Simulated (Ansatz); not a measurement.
Geometry optimisation, UKS B3LYP-D4/def2-mTZVP in Ansatz.

The input (input.yaml):

```yaml
crystal:
  periodic: [false, false, false]
  atoms:
    - { symbol: O, position_ang: [0.0206, -0.7795, 0.8796] }
    - { symbol: Al, position_ang: [0.3367, 0.8043, -0.057] }
    - { symbol: H, position_ang: [0.3244, -1.4545, 0.2955] }
    - { symbol: H, position_ang: [1.59035, 1.69639, 0.16252] }
magnetization:
  spin_polarized: true
  initial_magnetization: 1
basis:
  gaussian: { orbitals: def2-mTZVP }
hamiltonian:
  xc: b3lyp
  dispersion: d4
relax:
  f_tol: 0.015
  max_steps: 40
```

Launched with:

```bash
$ ansatz run input.yaml --threads 1 --pin off --max-ram 2048MiB --backend cpu --events-out ev --progress --plain --runs-dir out
```

Q: Where does it end, and by what steps?

A: The run converged. After 8 steps the energy has fallen by 0.493 eV; O1 moved furthest, 0.48 Å.

```json
{"step": "0", "energy less start (eV)": "0.0000", "largest force component (eV/Å)": "3.082", "accepted": "yes"}
{"step": "1", "energy less start (eV)": "-0.2061", "largest force component (eV/Å)": "1.601", "accepted": "yes"}
{"step": "2", "energy less start (eV)": "-0.2054", "largest force component (eV/Å)": "2.886", "accepted": "no"}
{"step": "3", "energy less start (eV)": "-0.3194", "largest force component (eV/Å)": "1.204", "accepted": "yes"}
{"step": "4", "energy less start (eV)": "-0.4086", "largest force component (eV/Å)": "0.682", "accepted": "yes"}
{"step": "5", "energy less start (eV)": "-0.4807", "largest force component (eV/Å)": "0.259", "accepted": "yes"}
{"step": "6", "energy less start (eV)": "-0.4926", "largest force component (eV/Å)": "0.021", "accepted": "yes"}
{"step": "7", "energy less start (eV)": "-0.4926", "largest force component (eV/Å)": "0.016", "accepted": "yes"}
{"step": "8", "energy less start (eV)": "-0.4926", "largest force component (eV/Å)": "0.001", "accepted": "yes"}
```

```xyz
4
Properties=species:S:1:pos:R:3
O 0.462 -0.749 0.685
Al 0.443 0.707 -0.222
H -0.085 -1.513 0.475
H 1.451 1.823 0.343
```

Whether the end is a true minimum wasn't checked by a vibrational analysis.

Run time: 14 s on 1 CPU thread of a shared host.
